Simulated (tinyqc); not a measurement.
Worked calculation: LCCD on RHF in the sto-6g basis, for H3O+, spin multiplicity 1. One step of it, computed by the program tinyqc.

Problem. LCCD: starting amplitudes. t_ij^ab = <ij||ab> / (e_i + e_j - e_a - e_b), whose energy is MP2.

orbital energies (hartree): [-21.122130, -1.779400, -1.075140, -1.074928, -0.917894, 0.067887, 0.216545, 0.216830]

Two-electron integrals over orbitals (pq|rs), unique and non-zero (hartree):
```
(11|11) 4.761904    (21|11) -0.437207   (21|21) 0.065069    (22|11) 1.040452
(22|21) -0.015549   (22|22) 0.736940    (31|31) 0.014594    (32|31) 0.021236
(32|32) 0.138051    (33|11) 0.867923    (33|21) -0.006011   (33|22) 0.663116
(33|33) 0.665486    (41|11) 0.000060    (41|21) -0.000008   (41|22) 0.000006
(41|33) -0.002180   (41|41) 0.014598    (42|11) -0.000043   (42|21) 3.51e-06
(42|22) 3.57e-06    (42|33) -0.031953   (42|41) 0.021239    (42|42) 0.138042
(43|31) -0.002185   (43|32) -0.031958   (43|43) 0.040836    (44|11) 0.867982
(44|21) -0.006013   (44|22) 0.663137    (44|33) 0.583803    (44|41) 0.002180
(44|42) 0.031939    (44|44) 0.665518    (51|11) -0.126433   (51|21) 0.015562
(51|22) -0.013934   (51|33) -0.003789   (51|41) -1.74e-06   (51|42) 2.03e-06
(51|44) -0.003788   (51|51) 0.028539    (52|11) 0.069882    (52|21) -0.007753
(52|22) -0.018083   (52|33) 0.006137    (52|41) 1.85e-06    (52|42) 0.000006
(52|44) 0.006153    (52|51) 0.027206    (52|52) 0.134825    (53|31) 0.004031
(53|32) 0.004311    (53|43) 0.005779    (53|53) 0.037019    (54|11) 1.81e-06
(54|21) 1.22e-06    (54|22) 0.000009    (54|33) 0.005781    (54|41) 0.004033
(54|42) 0.004330    (54|44) -0.005778   (54|51) -3.48e-06   (54|52) -0.000013
(54|54) 0.037020    (55|11) 1.082649    (55|21) -0.013597   (55|22) 0.726083
(55|33) 0.647673    (55|41) 2.05e-06    (55|42) -0.000020   (55|44) 0.647696
(55|51) 0.012424    (55|52) 0.086197    (55|54) -3.08e-06   (55|55) 0.862886
(61|11) -0.286018   (61|21) 0.044270    (61|22) -0.007049   (61|33) -0.003156
(61|41) -1.98e-06   (61|42) 0.000006    (61|44) -0.003156   (61|51) 0.002246
(61|52) -0.014464   (61|54) 2.93e-06    (61|55) -0.013548   (61|61) 0.032954
(62|11) 0.340607    (62|21) -0.010063   (62|22) 0.149741    (62|33) 0.102715
(62|41) 0.000006    (62|42) 0.000009    (62|44) 0.102750    (62|51) -0.014647
(62|52) -0.025078   (62|54) 0.000008    (62|55) 0.140434    (62|61) -0.002531
(62|62) 0.086068    (63|31) 0.006570    (63|32) -0.009284   (63|43) 0.023231
(63|53) 0.008155    (63|63) 0.050877    (64|11) 0.000060    (64|21) 1.81e-07
(64|22) 0.000034    (64|33) 0.023249    (64|41) 0.006577    (64|42) -0.009223
(64|44) -0.023206   (64|51) 1.90e-06    (64|52) 0.000010    (64|54) 0.008146
(64|55) 0.000040    (64|61) 9.83e-07    (64|62) 0.000014    (64|64) 0.050847
(65|11) -0.136665   (65|21) -0.000722   (65|22) -0.078743   (65|33) -0.046144
(65|41) 1.68e-06    (65|42) 0.000011    (65|44) -0.046155   (65|51) 0.011785
(65|52) 0.030905    (65|54) 2.57e-06    (65|55) -0.072579   (65|61) -0.004569
(65|62) -0.050769   (65|64) -5.41e-07   (65|65) 0.038588    (66|11) 0.690621
(66|21) -0.007258   (66|22) 0.542025    (66|33) 0.510131    (66|41) 0.000006
(66|42) 0.000014    (66|44) 0.510115    (66|51) -0.016932   (66|52) -0.054682
(66|54) 0.000010    (66|55) 0.502239    (66|61) 0.000274    (66|62) 0.068559
(66|64) 0.000022    (66|65) -0.039527   (66|66) 0.489870    (71|11) -0.000026
(71|21) 2.73e-06    (71|22) -4.17e-06   (71|33) 0.002005    (71|41) -0.016161
(71|42) -0.022189   (71|44) -0.002003   (71|51) -8.41e-07   (71|52) -2.86e-06
(71|54) -0.004500   (71|55) -1.83e-06   (71|61) -1.26e-06   (71|62) -4.76e-06
(71|64) -0.006950   (71|65) -2.41e-06   (71|66) -4.93e-06   (71|71) 0.017923
(72|11) -2.58e-06   (72|21) -1.56e-06   (72|22) -0.000013   (72|33) -0.011302
(72|41) -0.014682   (72|42) -0.048425   (72|44) 0.011301    (72|51) -2.11e-06
(72|52) -0.000007   (72|54) -0.019321   (72|55) -0.000008   (72|61) -3.61e-06
(72|62) -0.000007   (72|64) -0.035118   (72|65) -0.000009   (72|66) -0.000019
(72|71) 0.015563    (72|72) 0.051950    (73|31) -0.002602   (73|32) -0.037072
(73|43) 0.004095    (73|53) 0.006743    (73|63) 0.024204    (73|73) 0.032797
(74|11) -0.367074   (74|21) 0.007177    (74|22) -0.159662   (74|33) -0.128797
(74|41) 0.002604    (74|42) 0.037096    (74|44) -0.120618   (74|51) -0.000678
(74|52) -0.039824   (74|54) -0.006736   (74|55) -0.186968   (74|61) 0.005232
(74|62) -0.080808   (74|64) -0.024210   (74|65) 0.036642    (74|66) -0.041907
(74|71) -0.002900   (74|72) 0.002143    (74|74) 0.148154    (75|11) -0.000029
(75|21) -1.47e-07   (75|22) -0.000018   (75|33) 0.012711    (75|41) -0.006479
(75|42) -0.040533   (75|44) -0.012729   (75|51) 5.85e-07    (75|52) -3.71e-06
(75|54) -0.021366   (75|55) -0.000015   (75|61) -1.75e-06   (75|62) -0.000014
(75|64) 0.015867    (75|65) 3.27e-07    (75|66) -4.58e-06   (75|71) 0.007018
(75|72) 0.010914    (75|74) -0.015077   (75|75) 0.033317    (76|11) -0.000043
(76|21) 1.98e-07    (76|22) -0.000021   (76|33) 0.039887    (76|41) -0.011843
(76|42) -0.093677   (76|44) -0.039918   (76|51) -2.34e-06   (76|52) -0.000017
(76|54) 0.015520    (76|55) -0.000016   (76|61) -1.69e-06   (76|62) -0.000021
(76|64) 0.045946    (76|65) 4.76e-06    (76|66) 2.65e-06    (76|71) 0.012547
(76|72) 0.000878    (76|74) -0.048042   (76|75) 0.032808    (76|76) 0.114433
(77|11) 0.777409    (77|21) -0.007372   (77|22) 0.578640    (77|33) 0.519976
(77|41) 0.000690    (77|42) 0.031938    (77|44) 0.593269    (77|51) -0.002692
(77|52) 0.002122    (77|54) -0.011947   (77|55) 0.568961    (77|61) -0.004292
(77|62) 0.070207    (77|64) -0.040040   (77|65) -0.026722   (77|66) 0.489515
(77|71) -0.000591   (77|72) 0.020930    (77|74) -0.060887   (77|75) -0.016427
(77|76) -0.060377   (77|77) 0.575686    (81|31) 0.016164    (81|32) 0.022195
(81|43) -0.002010   (81|53) 0.004500    (81|63) 0.006946    (81|73) -0.002897
(81|81) 0.017934    (82|31) 0.014683    (82|32) 0.048430    (82|43) 0.011272
(82|53) 0.019323    (82|63) 0.035110    (82|73) 0.002149    (82|81) 0.015571
(82|82) 0.051955    (83|11) 0.367127    (83|21) -0.007177   (83|22) 0.159691
(83|33) 0.120633    (83|41) 0.002600    (83|42) 0.037017    (83|44) 0.128837
(83|51) 0.000679    (83|52) 0.039835    (83|54) -0.006737   (83|55) 0.186990
(83|61) -0.005232   (83|62) 0.080817    (83|64) -0.024157   (83|65) -0.036647
(83|66) 0.041916    (83|71) -0.002894   (83|72) 0.002154    (83|74) -0.084330
(83|75) -0.015077   (83|76) -0.048028   (83|77) 0.096794    (83|83) 0.148133
(84|31) 0.002597    (84|32) 0.037030    (84|43) -0.004075   (84|53) -0.006741
(84|63) -0.024186   (84|73) -0.031015   (84|81) 0.002893    (84|82) -0.002151
(84|84) 0.032766    (85|31) 0.006481    (85|32) 0.040553    (85|43) -0.012724
(85|53) 0.021363    (85|63) -0.015887   (85|73) -0.015086   (85|81) 0.007023
(85|82) 0.010924    (85|84) 0.015071    (85|85) 0.033336    (86|31) 0.011845
(86|32) 0.093709    (86|43) -0.039891   (86|53) -0.015537   (86|63) -0.045995
(86|73) -0.048054   (86|81) 0.012555    (86|82) 0.000892    (86|84) 0.048014
(86|85) 0.032828    (86|86) 0.114471    (87|31) 0.000692    (87|32) 0.031956
(87|43) -0.036635   (87|53) -0.011956   (87|63) -0.040072   (87|73) -0.017944
(87|81) 0.000595    (87|82) -0.020920   (87|84) 0.017921    (87|85) 0.016427
(87|86) 0.060373    (87|87) 0.049375    (88|11) 0.777578    (88|21) -0.007377
(88|22) 0.578690    (88|33) 0.593293    (88|41) -0.000688   (88|42) -0.031928
(88|44) 0.520008    (88|51) -0.002692   (88|52) 0.002135    (88|54) 0.011947
(88|55) 0.569036    (88|61) -0.004296   (88|62) 0.070227    (88|64) 0.040058
(88|65) -0.026727   (88|66) 0.489543    (88|71) 0.000591    (88|72) -0.020934
(88|74) -0.096822   (88|75) 0.016410    (88|76) 0.060341    (88|77) 0.476961
(88|83) 0.060985    (88|88) 0.575715
```

Give: Starting amplitudes; correlation energy.

Solution.

Starting amplitudes (spin orbitals 1a, 1b, ...; amplitudes related by a flip of all spins are not repeated; the 24 largest):
```
from      to        t
4a 4b  7a 7b  -0.0574
3a 3b  8a 8b  -0.0573
3a 4b  7b 8a  -0.0326
2a 4b  6a 7b   0.0257
2a 3b  6a 8b  -0.0257
2a 2b  6a 6b  -0.0233
3a 3b  6a 6b  -0.0223
4a 4b  6a 6b  -0.0222
3a 4a  7a 8a  -0.0206
5a 5b  6a 6b  -0.0196
2a 5b  6a 6b   0.0179
4a 5b  6b 7a   0.0161
3a 5b  6b 8a  -0.0161
5a 5b  8a 8b  -0.0147
5a 5b  7a 7b  -0.0147
2a 3a  6a 8a  -0.0146
2a 4a  6a 7a   0.0146
2a 2b  7a 7b  -0.0130
2a 2b  8a 8b  -0.0130
3a 3b  7a 7b  -0.0127
4a 4b  8a 8b  -0.0127
3a 4b  7a 8b   0.0120
2a 4b  6b 7a  -0.0112
2a 3b  6b 8a   0.0112
```

correlation energy = -0.054532 hartree
